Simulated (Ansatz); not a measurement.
Gas-phase reaction in SMILES: CNC [N-methylmethanamine] -> [CH2]NC + H atom (the C-H bond breaks)

Wanted: bond dissociation energy (enthalpy at 298 K), in kcal/mol. Set-up: LANL2DZ all-electron up to Ne; 6-311+G** with 5d; frozen cores in correlated levels; non-relativistic; 6-31G* and kin with 6d, 5d where marked; open shells spin-unrestricted; dispersion terms only where a functional's name holds one; spin-orbit terms left out. CBS(X,Y): correlation extrapolated as X^-3; Hartree-Fock from the larger set. The bracket is a focal-point correction in the basis named. Ab initio and DFT rows: single points at B3LYP-D3(BJ) geometries (Ansatz, an electronic-structure program), with unscaled harmonic terms from B3LYP/6-31G* at its own minima.

Coupled cluster (Ansatz) is a level with limits of its own, used here on species with T1 under 0.025 (0.045 for open shells) and stable references: RI-MP2/CBS(cc-pVTZ,cc-pVQZ)+[CCSD(T)-MP2]/cc-pVTZ.

Value to compare with, RI-MP2/CBS(cc-pVTZ,cc-pVQZ)+[CCSD(T)-MP2]/cc-pVTZ (Ansatz): 93.2 kcal/mol.

```csv
level,program,bond dissociation energy (enthalpy at 298 K) (kcal/mol),difference
B3LYP/STO-3G,Ansatz,119.1,25.9
B3LYP/3-21G,Ansatz,90.7,-2.5
B3LYP/LANL2DZ,Ansatz,87.9,-5.3
B3LYP/6-31G,Ansatz,88.6,-4.6
B3LYP/6-31G*,Ansatz,91.5,-1.7
B3LYP/6-31+G*,Ansatz,89.9,-3.3
B3LYP/6-31G**,Ansatz,91.9,-1.3
B3LYP/def2-SVP,Ansatz,88.3,-4.9
B3LYP/cc-pVDZ,Ansatz,88.4,-4.8
B3LYP/6-311+G**,Ansatz,88.7,-4.5
B3LYP/def2-TZVPD,Ansatz,88.5,-4.7
```

Among the 10 habitual levels, B3LYP/STO-3G lies farthest from RI-MP2/CBS(cc-pVTZ,cc-pVQZ)+[CCSD(T)-MP2]/cc-pVTZ (Ansatz) (25.9 kcal/mol); 1 of 10 lie above it, and their mean absolute difference is 5.9 kcal/mol, the median 4.5. One case shows no general order.

The sets are all those run for this method; runs whose electronic state is in doubt are left out.
